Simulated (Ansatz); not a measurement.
# SiH4 (quintet): the correlation ladder, cc-pVTZ

Aim: climb from Hartree-Fock through coupled cluster and multireference methods for SiH4 (quintet) at one geometry and basis, and see what each rung misses.

Program: Ansatz 0.2.0, Gaussian basis. Level of theory: cc-pVTZ, core rule «outside noble gas», up to 5 orbitals frozen. These are calculated values, not measurements.

To be run: UHF; CCSD(T) on ROHF; CCSD(T) on UHF; BCCD(T) on ROHF; CCSDT(Q) on ROHF; CCSDT(Q) on UHF; CASSCF and MRCISD+Q, 8 electrons in 8 orbitals; CASSCF and NEVPT2, 8 electrons in 8 orbitals.

5 further runs of the same task are left out: 5 set aside as unsound or not needed.

### 1 What is computed

The geometry is a PBE0/def2-TZVP stationary point (not a proven minimum) of the parent state, kept for this charge and spin.

5 atoms, charge 0, spin multiplicity 5.

Atoms are counted from 1 here; the program's logs count them from 0.

Bond lengths: Si1–H2 1.529 Å, Si1–H3 1.529 Å, Si1–H4 1.529 Å, Si1–H5 1.529 Å. Angles: H2–Si1–H3 90.0°, H2–Si1–H4 90.0°, H2–Si1–H5 180.0°, H3–Si1–H4 180.0°, H3–Si1–H5 90.0°, H4–Si1–H5 90.0°.

### 2 UHF

The input, in.yaml:

```yaml
crystal:
  periodic: [false, false, false]
  atoms:
    - {symbol: Si, position_ang: [0.000000, 0.000000, 0.000000]}
    - {symbol: H, position_ang: [-0.011525, 1.085107, 1.077576]}
    - {symbol: H, position_ang: [-0.016497, -1.077632, 1.084987]}
    - {symbol: H, position_ang: [0.016497, 1.077632, -1.084987]}
    - {symbol: H, position_ang: [0.011525, -1.085107, -1.077576]}
basis:
  gaussian: {orbitals: cc-pVTZ}
magnetization: {spin_polarized: true, initial_magnetization: 4}
hamiltonian: {xc: hf}
output: {orbitals: {seedname: orbitals}}
```

Launch:

```bash
ansatz run in.yaml --threads 1 --pin off --events-out ev --progress --plain --max-ram 2560MiB --backend cpu
```

Further steps of the session: CCSD(T) on ROHF; CCSD(T) on UHF; BCCD(T) on ROHF; CCSDT(Q) on ROHF; CCSDT(Q) on UHF; CASSCF and MRCISD+Q, 8 electrons in 8 orbitals; CASSCF and NEVPT2, 8 electrons in 8 orbitals.

Before running them: what should the planned runs give, taken together? Wanted: UCCSDT(Q) below the RHF energy; RMP2 from UCCSDT(Q); UMP2 from UCCSDT(Q); RCCSD from UCCSDT(Q); RCCSD(T) from UCCSDT(Q); UCCSD(T) from UCCSDT(Q); RCCSDT(Q) from UCCSDT(Q); NEVPT2 valence from UCCSDT(Q); MRCISD+Q valence from UCCSDT(Q).

As calculated:

| quantity | value |
| --- | --- |
| UCCSDT(Q) below the RHF energy | -4.2366 eV |
| RMP2 from UCCSDT(Q) | +990.3 meV |
| UMP2 from UCCSDT(Q) | +1002.6 meV |
| RCCSD from UCCSDT(Q) | +204.9 meV |
| RCCSD(T) from UCCSDT(Q) | +46.5 meV |
| UCCSD(T) from UCCSDT(Q) | +47.4 meV |
| RCCSDT(Q) from UCCSDT(Q) | +1.6 meV |
| NEVPT2 valence from UCCSDT(Q) | +832.8 meV |
| MRCISD+Q valence from UCCSDT(Q) | +28.7 meV |
| levels within 1 kcal/mol (43 meV) | RCCSDT, UCCSDT, RCCSDT(Q), MRCISD+Q valence |
| T1 diagnostic | 0.036 |
| effectively unpaired electrons | 4.01 |

In words: RCCSD(T) misses by +46.5 meV, 1.1 % of the correlation energy. One determinant dominates. Of the multireference levels listed MRCISD+Q valence comes nearest in total energy (+28.7 meV), which doesn't show that its space is the better one. These misses are within one basis, not against nature; the frozen cores of restricted and unrestricted runs differ, which can shift their rows.
